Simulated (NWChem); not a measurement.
# Correlation energy of O (+1)

```
O
```
Charge +1, spin multiplicity 4.

All runs are NWChem calculations.

Basis set: def2-QZVP. Each correlation energy counts from its own Hartree-Fock reference.

The correlated methods keep 1 core orbital frozen. The stability of the SCF solutions was not checked. Open-shell Hartree-Fock references start from PBE0 orbitals. Coupled-cluster values serve here as a point of comparison, not as the truth.

### Question
Order these methods by the correlation energy they give, lowest first: UMP2, SCS-UMP2, CCSD on ROHF, CCSD[T] on ROHF, CCSD on UHF.

### Answer
CCSD[T] on ROHF (-126.1 mHa), CCSD on ROHF (-124.0 mHa), CCSD on UHF (-119.8 mHa), UMP2 (-105.9 mHa), SCS-UMP2 (-100.2 mHa)
